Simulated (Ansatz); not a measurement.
# C3H6FNO: ranking of conformers

Aim: a ranking of conformers, for C3H6FNO, run from a script. SMILES: C=C(N)OCF.

Program: the Python package of Ansatz 0.2.0. Level of theory: PBE0/def2-SVP. These are calculated values, not measurements.

### Step 1. Starting point

The script builds its own geometries from the SMILES C=C(N)OCF.

No structure file is read: the coordinates are typed or built in the script.

### Step 2. The script

conformers.py reads:

```python
import logging
import sys

import ansatz as az
from rdkit import Chem
from rdkit.Chem import AllChem

logging.basicConfig(stream=sys.stdout, format="%(name)s: %(message)s")
logger = logging.getLogger("run")
logger.setLevel(logging.INFO)

rd = Chem.AddHs(Chem.MolFromSmiles("C=C(N)OCF"))
ids = list(AllChem.EmbedMultipleConfs(rd, numConfs=20, randomSeed=218, pruneRmsThresh=0.4))
field = [energy for _, energy in AllChem.MMFFOptimizeMoleculeConfs(rd)]
distinct = {round(e, 2): i for i, e in zip(ids, field)}
chosen = sorted(distinct.items())[:3]
found = []
for force_field, index in chosen:
    molecule = az.Crystal.molecule()
    for atom, xyz in zip(rd.GetAtoms(), rd.GetConformer(index).GetPositions()):
        molecule = molecule.atom(atom.GetSymbol(), xyz.round(5).tolist())
    job = molecule.calculation()
    job = job.basis(gaussian="def2-SVP").functional("pbe0")
    found.append(job.run(threads=1, backend="cpu").report["free_energy_ev"])
logger.info("conformer   MMFF (kcal/mol)   this level (eV)")
for (force_field, index), e in zip(chosen, found):
    logger.info(f"{index:9d} {force_field - chosen[0][0]:17.2f} {(e - min(found)):17.3f}")
```

### Step 3. The input behind the calls

The engine receives this input (first run):

```yaml
crystal:
  periodic: [false, false, false]
  atoms:
    - { symbol: C, position_ang: [-1.18042, 1.19703, -0.5297] }
    - { symbol: C, position_ang: [-0.49643, 0.0715, -0.31415] }
    - { symbol: "N", position_ang: [-1.05854, -1.09155, 0.13706] }
    - { symbol: O, position_ang: [0.83811, 0.02838, -0.64373] }
    - { symbol: C, position_ang: [1.63492, -0.11673, 0.52707] }
    - { symbol: F, position_ang: [2.93393, -0.01724, 0.13072] }
    - { symbol: H, position_ang: [-2.23948, 1.27429, -0.31509] }
    - { symbol: H, position_ang: [-0.68378, 2.07548, -0.92871] }
    - { symbol: H, position_ang: [-2.0683, -1.10937, 0.01549] }
    - { symbol: H, position_ang: [-0.62579, -1.89508, -0.31476] }
    - { symbol: H, position_ang: [1.44329, 0.6844, 1.24882] }
    - { symbol: H, position_ang: [1.50246, -1.10111, 0.98699] }
basis:
  gaussian:
    orbitals: def2-SVP
hamiltonian:
  xc: pbe0
```

### Step 4. Launch

Command:

```bash
$ python conformers.py
```

Q: Predict the main results. Wanted: lowest; next above it by.

**Answer**, as computed:

| quantity | value |
| --- | --- |
| runs compared | 2 |
| lowest | run 2 |
| next above it by | 0.164 eV |

What this shows: The structures are force-field minima, not relaxed at this level. Of those tried, run 2 is lowest; run 1 lies 0.164 eV above it. The conformers keep their force-field geometries.
